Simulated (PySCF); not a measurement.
## C: ionisation energy

C [He] 2s2 2p2 (3P) → C⁺ [He] 2s2 2p1 (2P), as a difference of total energies. All numbers are calculated (PySCF 2.14, the non-relativistic Hamiltonian (point nucleus), in def2-TZVP (5s3p2d1f, 31 functions)). Correlated levels: valence: 1s2 frozen. The calculations carry no spin-orbit coupling.

Q: Order these methods by the ionisation energy they give, lowest first.
A. CCSD (valence)
B. SCS-MP2 (valence)
C. LDA
D. CCSD(T) (valence)

A: B (11.115 eV), A (11.145 eV), D (11.169 eV), C (11.682 eV).

Errors of the correlated levels include the incompleteness of this basis and the frozen core.

For comparison: 11.262 eV (measured; NIST levels, between the centres of gravity of the two terms).
